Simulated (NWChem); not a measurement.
Total energies of S (-1)

SMILES: [S-]
```xyz
1

S      0.0000     0.0000     0.0000
```
Charge -1, spin multiplicity 2.

Program: NWChem.

Basis set: aug-cc-pVDZ (27 functions).

| method | total energy (Ha) |
|---|---|
| UHF | -397.53258 |
| UMP2 | -397.65461 |
| UB2PLYP | -398.05263 |
| UPBE | -398.01337 |
| UB3LYP | -398.20931 |
| UCAM-B3LYP | -398.20177 |

Total energies of different functionals aren't comparable as a measure of quality: only differences taken within one method are. 

The correlated methods keep 5 core orbitals frozen. B3LYP has NWChem's definition, with VWN1-RPA local correlation. No SCF solution was tested for a lower state. Open-shell Hartree-Fock references start from PBE0 orbitals.
